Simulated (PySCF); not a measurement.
**Carbon: a sound run and one with changed settings**

Sound run: C [He] 2s2 2p2, C⁺ [He] 2s2 2p1. All numbers are calculated (PySCF 2.14, scalar relativity by spin-free X2C-1e, in x2c-SVPall (3s2p1d, 14 functions)). The sound run starts from symmetry-adapted Hartree-Fock orbitals and uses a fine grid where one is needed.

A second run was set up differently.

```csv
species,method,sound run (hartree),changed run (hartree),converged
C,UHF,-37.66002,-37.66002,yes
C,B3LYP,-37.82927,-37.75952,yes
C,PBE0,-37.77579,-37.70648,yes
C⁺,UHF,-37.25916,-37.25916,yes
C⁺,B3LYP,-37.40326,-37.30885,yes
C⁺,PBE0,-37.35032,-37.26332,yes
```

Ionisation energy of C:

```csv
method,sound run (eV),changed run (eV)
UHF,10.908,10.908
B3LYP,11.592,12.263
PBE0,11.578,12.059
```

Problem. What was changed?
A. radial grid too coarse
B. all electrons correlated in a valence basis
C. basis contracted for another Hamiltonian
D. minimal basis

Solution. A. It used radial step 1.2 in ln r (0.13 in the sound run). A coarse radial grid mis-integrates the density and the exchange-correlation energy, with errors of either sign; Hartree-Fock needs no grid.
